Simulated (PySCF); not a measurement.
hydrogen isocyanide (CHN), SMILES [NH+]#[C-]. Geometry: B3LYP-D3(BJ)/def2-TZVPD.

PySCF with TDA-LC-ωPBE/def2-TZVPD puts the lowest singlet excitations at 8.52, 8.52, 8.54, 8.90, 8.90, 9.82 eV and the lowest triplet (TDA) at 5.84 eV.

Q: What are the lowest singlet roots from PySCF with EOM-CCSD/aug-cc-pVDZ? (The exact figures need the calculation; the answer reports its results.)

A: 8.33, 8.33, 8.50, 8.93, 9.92, 10.04 eV; triplets 6.17, 6.17, 7.24 eV. S1 differs by -0.19 eV (second minus first; roots are paired by order, and the bases may differ).
